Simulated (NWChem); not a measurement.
# oxygen (O2, triplet); SMILES O=O

```xyz
2

O      0.0000     0.0000     0.5941
O      0.0000     0.0000    -0.5941
```
Atoms are numbered in this order, from 1.

All runs: NWChem. Spin-unrestricted. All runs use the structure optimised with PBE0/def2-SVP, spin-unrestricted. No stability test was run on the SCF state. Vzz is the largest principal value of the second derivative of the potential at the nucleus (NWChem prints the opposite sign); η is the asymmetry. Non-relativistic.

```
level               Vzz O2 (a.u.)  η O2
------------------  -------------  ----
PBE0/def2-TZVP              1.327  0.00
PBE0/def2-SVP               1.275  0.00
CAM-B3LYP/cc-pVTZ           1.330  0.00
CAM-B3LYP/def2-SVP          1.274  0.00
```
